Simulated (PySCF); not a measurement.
# Orbital picture of MgF⁺

r²SCANh at R = 1.705 Å; basis Mg pcseg-2, F pcseg-2; no relativity; PySCF 2.14. State: ¹Σ⁺ (singlet), closed shell. Only the outer orbitals are listed, counted within each symmetry.

| orbital | occ. | ε (eV) | on Mg (%) | main shells (%) |
| --- | --- | --- | --- | --- |
| 1π | 2 | -59.53 | 100 | 100 Mg p |
| 1π | 2 | -59.53 | 100 | 100 Mg p |
| 4σ | 2 | -59.40 | 99 | 99 Mg p |
| 5σ | 2 | -35.02 | 4 | 96 F s |
| 6σ | 2 | -15.48 | 13 | 85 F p, 9 Mg s |
| 2π | 2 | -14.74 | 4 | 96 F p |
| 2π | 2 | -14.74 | 4 | 96 F p |
| 7σ | 0 | -9.46 | 97 | 80 Mg s, 16 Mg p |
| 3π | 0 | -5.46 | 100 | 99 Mg p |
| 3π | 0 | -5.46 | 100 | 99 Mg p |

Problem. Which are the highest filled and the lowest empty level, where do they sit, and how wide is the gap?

Solution. Highest filled 2π at -14.74 eV (in %: 96 F p); lowest empty 7σ at -9.46 eV (in %: 80 Mg s, 16 Mg p); the gap at r²SCANh is 5.28 eV.

The bond order (Mayer) is 0.87, the ⟨S²⟩ is 0.000 and the charge on Mg (Mulliken, basis-dependent) is 1.52. The charge on Mg (Löwdin, basis-dependent) is 1.43 and the dipole moment (positive dipole points towards F; it is taken about the centre of mass and depends on that origin) is -9.39 D.
